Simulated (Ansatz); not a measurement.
Input for Ansatz (development build ahead of 0.2.0):

```yaml
crystal:
  periodic: [false, false, false]
  atoms:
    - { symbol: H, position_ang: [0.0, 0.0, 0.0] }
    - { symbol: C, position_ang: [0.0, 0.0, 2.247] }
    - { symbol: C, position_ang: [0.0, 0.0, -2.247] }
basis:
  gaussian: { orbitals: pcseg-2 }
total_charge: 1
magnetization:
  initial_magnetization: 2
hamiltonian:
  xc: { name: wB97X }
```

The input is written out in the form of the current development build from the run's settings.

Results

* Converged: yes
* Total energy: -75.82371 hartree
* Spin squared of the determinant: 2.000
* Stability test: minimum among restricted orbitals

Caution: stretched shape with no unrestricted run beside it, a lower state can exist; charge can spread falsely over distant fragments; other spin multiplicities may lie lower.
